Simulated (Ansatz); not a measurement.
A CCSD(T) single point on `CC(O)(O)Cl`.

```yaml
crystal:
  periodic: [false, false, false]
  atoms:
    - {symbol: C, position_ang: [-0.938885, 0.541063, -0.272006]}
    - {symbol: C, position_ang: [0.408755, 0.004630, 0.138553]}
    - {symbol: O, position_ang: [0.243321, -0.772968, 1.259609]}
    - {symbol: O, position_ang: [1.065886, -0.682950, -0.874995]}
    - {symbol: Cl, position_ang: [1.518985, 1.392874, 0.504866]}
    - {symbol: H, position_ang: [-1.377423, 1.120006, 0.538900]}
    - {symbol: H, position_ang: [-0.831867, 1.167736, -1.155092]}
    - {symbol: H, position_ang: [-1.600236, -0.300110, -0.497356]}
    - {symbol: H, position_ang: [1.109066, -1.118097, 1.507996]}
    - {symbol: H, position_ang: [0.485396, -1.403285, -1.147574]}
basis:
  gaussian: {orbitals: def2-SVP}
correlation: {method: ccsd_t}
```

```sh
$ ansatz run in.yaml --threads 4 --pin off --events-out ev --progress --plain --max-ram 10444MiB
```

Log, shortened:

```
Functional definition: HF
970 factors; integrals over basis functions are off by at most 1.2e-3 eV
mean field evaluation 1: about -18705.4231 eV, gradient 4.2e1 eV
mean field evaluation 2: about -18705.4294 eV, gradient 4.2e1 eV
mean field evaluation 4: about -18709.2567 eV, gradient 3.6e0 eV
mean field evaluation 8: about -18709.3008 eV, gradient 1.9e-4 eV
mean field -18709.30083958 eV, -687.5541242351 hartree, gradient 2.6e-6 eV, S^2 0.000000; 0 other end points of the search recorded, 0 dependent functions left out
9 core orbitals not correlated: weight in the atoms' cores, before any rotation towards them, 1.000 or more for the frozen orbitals, at most 0.000 for the correlated occupied ones
reference -18709.30083958 eV, -687.5541242351 hartree; 16, 16 occupied and 74, 74 virtual orbitals, 970 factors
second order -21.50138928 eV of doubles, -0.00000000 eV of singles
cycle   1  -22.04058264 eV  change   -5.4e-1 eV  update   9.1e-2
cycle   2  -22.51812060 eV  change   -4.8e-1 eV  update   2.6e-2
cycle   3  -22.62755772 eV  change   -1.1e-1 eV  update   1.2e-2
cycle   4  -22.62385579 eV  change    3.7e-3 eV  update   2.6e-3
cycle   5  -22.62443270 eV  change   -5.8e-4 eV  update   1.1e-3
cycle   6  -22.62461919 eV  change   -1.9e-4 eV  update   3.4e-4
cycle   7  -22.62437028 eV  change    2.5e-4 eV  update   1.4e-4
cycle   8  -22.62434403 eV  change    2.6e-5 eV  update   4.3e-5
cycle   9  -22.62435325 eV  change   -9.2e-6 eV  update   1.6e-5
perturbative correction -0.58574864 eV, -0.0215258656 hartree
Total energy: -18732.51094148 eV, -688.4070797473 hartree
```

It took 3.9 s on 4 threads of an Arm Neoverse V2 on a shared host, with 0.43 GiB of host memory at the peak.

MP2 recovers 92.6 % of the CCSD(T) correlation energy and the triples give 2.5 %; T1 = 0.0097.
